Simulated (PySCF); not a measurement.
## NaH⁺: energy against distance

Set-up: PySCF, no relativity, basis sets Na pcseg-2, H pcseg-2. Energies in eV from Na⁺ + H in their ground configurations at the same level. State: ²Σ⁺ (doublet), unpaired electrons σ ↑.

```csv
R (Å),UHF-MP2,BLYP,r²SCAN
2.226,-0.0277,-0.0530,-0.0463
2.329,-0.0523,-0.0762,-0.0683
2.433,-0.0647,-0.0885,-0.0795
2.510,-0.0685,-0.0925,-0.0828
2.588,-0.0689,-0.0933,-0.0830
2.666,-0.0669,-0.0916,-0.0808
2.769,-0.0619,-0.0867,-0.0755
2.899,-0.0536,-0.0780,-0.0667
3.054,-0.0433,-0.0662,-0.0552
3.261,-0.0314,-0.0509,-0.0411
```

Problem. Put a parabola through the three lowest points of the UHF-MP2 curve and estimate Re, k and ωe (reduced mass 0.9655 u; 1 eV/Å² = 0.16022 mdyn/Å; ωe = 1302.8·√(k/μ) cm⁻¹).

Solution. Through R = 2.51, 2.588, 2.666 Å the second-order coefficient is 0.197 eV/Å², so Re ≈ 2.562 Å, k ≈ 0.0632 mdyn/Å and ωe ≈ 333 cm⁻¹. A polynomial fit of higher order to the unrounded UHF-MP2 energies gives Re = 2.559 Å, k = 0.0719 mdyn/Å, ωe = 355 cm⁻¹; anharmonicity and rounding make the difference.

The higher-order fit for each curve: UHF-MP2: Re = 2.559 Å, ωe = 355 cm⁻¹, De = 0.069 eV; BLYP: Re = 2.569 Å, ωe = 349 cm⁻¹, De = 0.093 eV; r²SCAN: Re = 2.552 Å, ωe = 352 cm⁻¹, De = 0.083 eV.

Correlated steps freeze 1 core orbital. The bond is weak. Basis-set superposition, not corrected here, can be much of De in a small basis, most of all at correlated wavefunction levels. For an ion De counts to the pair picked by the measured ionisation energies or electron affinities, which need not be the lowest pair at this level. The state is the lowest determinant that a PBE0 search found; another state may lie lower at other levels.
